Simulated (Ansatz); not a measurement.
Mulliken charges of C2H5FO2 (`OC(O)CF`) from ωB97M-V/def2-TZVPP in Ansatz (PBE0-D4/def2-TZVP geometry).

```json
{"atom": "O1", "x (Å)": "-0.508", "y (Å)": "-0.719", "z (Å)": "1.239", "charge (e)": "-0.330"}
{"atom": "C2", "x (Å)": "0.245", "y (Å)": "-0.468", "z (Å)": "0.094", "charge (e)": "0.188"}
{"atom": "O3", "x (Å)": "-0.306", "y (Å)": "-1.070", "z (Å)": "-1.042", "charge (e)": "-0.299"}
{"atom": "C4", "x (Å)": "0.357", "y (Å)": "1.015", "z (Å)": "-0.186", "charge (e)": "0.037"}
{"atom": "F5", "x (Å)": "-0.905", "y (Å)": "1.579", "z (Å)": "-0.155", "charge (e)": "-0.239"}
{"atom": "H6", "x (Å)": "-1.326", "y (Å)": "-0.213", "z (Å)": "1.156", "charge (e)": "0.190"}
{"atom": "H7", "x (Å)": "1.247", "y (Å)": "-0.867", "z (Å)": "0.307", "charge (e)": "0.081"}
{"atom": "H8", "x (Å)": "-0.473", "y (Å)": "-1.992", "z (Å)": "-0.828", "charge (e)": "0.176"}
{"atom": "H9", "x (Å)": "0.791", "y (Å)": "1.189", "z (Å)": "-1.172", "charge (e)": "0.101"}
{"atom": "H10", "x (Å)": "0.960", "y (Å)": "1.495", "z (Å)": "0.589", "charge (e)": "0.095"}
```

By hand: the dipole of these point charges (1 e Å = 4.8032 D).

Σ q r = (0.472, -0.070, -0.013) e Å, of length 0.477 e Å = 2.29 D.

How does the dipole of the full density compare? (Estimate.)

Ansatz gave: (0.252, -0.117, 0.024) e Å, 1.34 D; the point charges give 1.71 times that, at 18° from its direction.

Point charges leave out the atoms' own dipoles, such as those of lone pairs, and Mulliken's split depends on the basis, so the two needn't agree.
